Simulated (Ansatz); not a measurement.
Zinc-blende AlP: PBE at its full settings (plane-wave cutoff 520 eV, 10×10×10 k mesh, Fermi–Dirac smearing 0.01 eV, scalar-relativistic PAW data made under PBE) and at cheaper ones, in a cell of 2 atoms with Γ-centred meshes.

| level and setting | equilibrium lattice constant a (Å) | bulk modulus B0 (GPa) |
|---|---|---|
| PBE (Ansatz) | 5.508 | 82.6 |
| PBE (300 eV cutoff) (Ansatz) | 5.511 | 81.3 |
| PBE (Γ point alone) (Ansatz) | 6.079 | 51.7 |
| PBE (2×2×2 k mesh) (Ansatz) | 5.628 | 75.6 |
| PBE (4×4×4 k mesh) (Ansatz) | [?] | 82.7 |
| PBE (6×6×6 k mesh) (Ansatz) | 5.508 | 82.7 |
| PBE (Fermi-Dirac smearing of 0.3 eV) (Ansatz) | 5.507 | 82.5 |

Some entries are withheld; supply them.


- PBE (4×4×4 k mesh) (Ansatz, a program for electronic structure), equilibrium lattice constant a (Å): 5.516

Largest shifts from the full settings: lattice constant a +10.4 % (PBE (Γ point alone)), against a difference of +1.05 % of the full result from the reference 5.451 Å (measured, static lattice: zero-point anharmonic expansion removed; as tabulated in Mejia-Rodriguez and Trickey (2018), arXiv:1807.09216); bulk modulus -37 % (PBE (Γ point alone)).

Ansatz's density-functional and Hartree–Fock values are scalar-relativistic unless marked +SOC, with PAW data made under PBE.

Run with cheap settings on purpose, which may leave them unconverged: PBE (2×2×2 k mesh), PBE (300 eV cutoff), PBE (4×4×4 k mesh), PBE (6×6×6 k mesh), PBE (Fermi-Dirac smearing of 0.3 eV), PBE (Γ point alone).
